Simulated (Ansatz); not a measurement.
The same path of AlH3O + H2 (7 atoms, charge 0, multiplicity 1) was run twice with different band settings. Lost on the way: H6–H7. Made: Al1–H6, O2–H7.

Level of theory: RKS PBE0/def2-SVP in Ansatz.

Relaxed end points:

```xyz
7
Properties=species:S:1:pos:R:3
Al -0.049 -0.118 0.217
O -0.068 -0.573 1.867
H -0.856 -0.715 2.394
H 1.375 -0.084 -0.469
H -1.414 0.093 -0.569
H 0.132 2.259 0.501
H 0.119 1.986 1.215
```

```xyz
7
Properties=species:S:1:pos:R:3
Al 0.031 0.478 -0.145
O -0.036 0.147 1.864
H -0.832 -0.320 2.151
H 1.366 -0.274 -0.595
H -1.380 -0.219 -0.466
H 0.064 2.081 -0.043
H 0.025 0.955 2.390
```

Common settings: movable images 9; climbing image yes; spring 5.0 eV/Å²; optimiser quadratic models (default); start path through a guess of the saddle point; force threshold 0.03 eV/Å; end points relaxed.

| run | iteration limit |
| --- | --- |
| 1 | 60 |
| 2 | 10 |

**Question.** What does each run give, and how far can it be trusted?

**Answer.** Run 1: converged after 10 iterations, highest image 0.812 eV above the first end. A vibrational analysis at the climbing image gives one clearly imaginary mode, 1206i cm⁻¹: a first-order saddle point.
Run 2: converged after 10 iterations, highest image 0.812 eV above the first end. Another band between the same ends (9 images) ends at a top of the same energy, where a vibrational analysis finds 1 clearly imaginary mode.
The orbitals stay closed-shell, which can raise the energy where a bond breaks towards radicals; this wasn't checked here.
